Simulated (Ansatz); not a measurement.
Consider the formal loss of a carbene: `CCC(O)CC` → `[CH2]` (triplet) + `CCC(C)O`.

Isolated molecules relaxed with PBE0-D4/def2-TZVP in Ansatz; ΔE leaves out vibrations. CBS: MP2 limit from def2 TZ/QZ plus the TZ coupled-cluster correction, frozen cores. This one scheme is used for every species. DFT in def2-TZVPP. B3LYP here is the variant with VWN-RPA as its local correlation; programs differ in this. HSE06 is defined as in plane-wave codes. Triplets are unrestricted, without spin–orbit coupling. Each species was taken in one conformer, which may not be the lowest.

```
             level  ΔE (kJ/mol)  difference from CCSD(T)/CBS
       LDA (SPW92)        507.8                         73.4
            PBE-D4        439.8                          5.4
         revPBE-D4        427.6                         -6.8
         r2SCAN-D4        411.1                        -23.3
            B97M-V        434.4                          0.0
           PBE0-D4        431.9                         -2.5
          B3LYP-D4        426.0                         -8.4
        r2SCANh-D4        409.6                        -24.8
        r2SCAN0-D4        407.8                        -26.6
          HSE06-D4        432.0                         -2.4
          BHLYP-D4        415.0                        -19.4
      CAM-B3LYP-D4        431.2                         -3.2
           ωB97M-V        437.4                          3.0
            B2PLYP        423.4                        -11.0
               PBE        432.8                         -1.6
              BLYP        410.6                        -23.8
            r2SCAN        409.0                        -25.4
              PBE0        425.9                         -8.5
             B3LYP        415.3                        -19.1
           r2SCANh        407.5                        -26.9
           r2SCAN0        405.4                        -29.0
             HSE06        426.5                         -7.9
             BHLYP        407.4                        -27.0
         CAM-B3LYP        425.2                         -9.2
           LC-ωPBE        422.6                        -11.8
RPA@PBE/def2-TZVPP        418.3                        -16.1
       HF/def2-SVP        297.3                       -137.1
      MP2/def2-SVP        432.5                         -1.9
     CCSD/def2-SVP        415.0                        -19.4
  CCSD(T)/def2-SVP        423.7                        -10.7
     HF/def2-TZVPP        286.4                       -148.0
    MP2/def2-TZVPP        436.5                          2.1
   CCSD/def2-TZVPP        412.8                        -21.6
CCSD(T)/def2-TZVPP        424.1                        -10.3
     HF/def2-QZVPP        286.0                       -148.4
    MP2/def2-QZVPP        442.3                          7.9
SCS-MP2/def2-QZVPP        443.9                          9.5
      HF/CBS(def2)        286.0                       -148.4
     MP2/CBS(def2)        446.8                         12.4
    CCSD/CBS(def2)        423.1                        -11.3
       CCSD(T)/CBS        434.4                            0
```

Largest T1 diagnostic among the species: 0.011.

Leaving LDA and LC-ωPBE aside and taking each functional with its dispersion term where it has one, the values, not all of them listed here, spread over 37.8 kJ/mol, from r2SCAN0-D4 to ωB97X-V. LDA lies +75.0 kJ/mol from PBE without D4. At CCSD(T), def2-SVP lies −10.7 kJ/mol from the extrapolated value and def2-TZVPP −10.3 kJ/mol. From PBE to PBE0 (25 % exact exchange), in def2-TZVPP and without D4, ΔE moves by −7.0 kJ/mol.
